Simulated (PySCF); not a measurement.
The numbers are results of PySCF with PBE-D3(BJ)/def2-TZVP // B3LYP-D3(BJ)/def2-TZVP, not measurements. Isolated molecules, 0 K electronic values unless said otherwise. One relaxed conformer stands for a flexible species; it need not be the lowest. Excitations are Tamm–Dancoff values on a coarser integration grid. The basis has no diffuse functions, so Rydberg states are missing or too high.

Reference species (SMILES): `N(C)(C)C` (neutral, multiplicity 1).

The T1 excitation (TDA) is 5.06 eV, the HOMO comes out as -4.76 eV and the LUMO is 0.39 eV. The HOMO–LUMO gap is 5.15 eV.

Changed species: `C(NC)C` (C–C–N–C torsion 64°).

### Question
Give the shifts of the T1 excitation (TDA), HOMO, LUMO and HOMO–LUMO gap.

### Answer
the T1 excitation (TDA) increases by 0.03 eV, to 5.09 eV; the HOMO falls by 0.06 eV, to -4.82 eV; the LUMO is nearly the same; the HOMO–LUMO gap rises by 0.05 eV, to 5.20 eV.
